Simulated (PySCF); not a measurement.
C₂H₅O, SMILES CC[O], multiplicity 2. Atoms are numbered in the order given.

```xyz
8

C     -0.1934     1.1814     0.0000
C      0.4726    -0.1796     0.0000
O     -0.3620    -1.2483     0.0000
H      0.5531     1.9797     0.0000
H     -0.8226     1.2980    -0.8844
H     -0.8226     1.2980     0.8844
H      1.1565    -0.3002     0.8634
H      1.1565    -0.3002    -0.8634
```
Charge 0, spin multiplicity 2.

Coordinates come from a PBE0-D3(BJ)/def2-TZVP optimisation. The isomer is the one that the SMILES or the coordinates give; other isomers of the formula were not compared.

Level of theory: PBE/def2-TZVPD in PySCF.

Mulliken values depend strongly on the basis, most of all with diffuse functions as here. ESP charges are fitted to the potential on shells at 1.4 to 2.0 van der Waals radii. Atomic charges (e):

| atom | Mulliken | meta-Löwdin | ESP fit | Mulliken spin |
|---|---|---|---|---|
| C1 | -0.60 | [?] | -0.48 | -0.02 |
| C2 | -0.07 | 0.02 | 0.67 | 0.01 |
| O3 | -0.30 | [?] | -0.43 | 0.83 |
| H4 | 0.24 | [?] | 0.08 | 0.00 |
| H5 | 0.19 | [?] | 0.12 | 0.00 |
| H6 | 0.19 | [?] | 0.12 | 0.00 |
| H7 | 0.18 | 0.14 | -0.04 | 0.09 |
| H8 | 0.18 | 0.14 | -0.04 | 0.09 |

**Question.** What belongs in the gaps? (The exact figures need the calculation; the answer reports its results.)

**Answer.** 
- C1, meta-Löwdin: -0.38
- O3, meta-Löwdin: -0.30
- H4, meta-Löwdin: 0.12
- H5, meta-Löwdin: 0.13
- H6, meta-Löwdin: 0.13
